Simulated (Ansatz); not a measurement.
This Ansatz (a program for electronic structure) input (PBE/def2-QZVPPD) gives -177.03062 Eh with 258 basis functions. A basis named .json is the Basis Set Exchange file of that set (core-valence sets with the plain set on hydrogen).

Ansatz 0.2 input:
```yaml
crystal:
  periodic: [false, false, false]
  atoms:
    - {symbol: C, position_ang: [-0.00304735, 0.42791482, -0.00613070]}
    - {symbol: C, position_ang: [1.20001360, -0.09023937, 0.00044276]}
    - {symbol: F, position_ang: [-1.17652991, -0.15679382, 0.00308106]}
    - {symbol: H, position_ang: [1.34031919, -1.16762619, 0.01578439]}
    - {symbol: H, position_ang: [2.06665249, 0.55271791, -0.00938634]}
basis:
  gaussian:
    orbitals: def2-QZVPPD.json
hamiltonian:
  xc: {name: PBE}
magnetization: {spin_polarized: true, initial_magnetization: 1}
```

Change:
```diff
- orbitals: def2-QZVPPD.json
+ orbitals: aug-cc-pVQZ
```

Q: What does the run give now?

A: -177.02746 Eh (PBE/aug-cc-pVQZ, 332 functions), a change of +3.16 mEh.
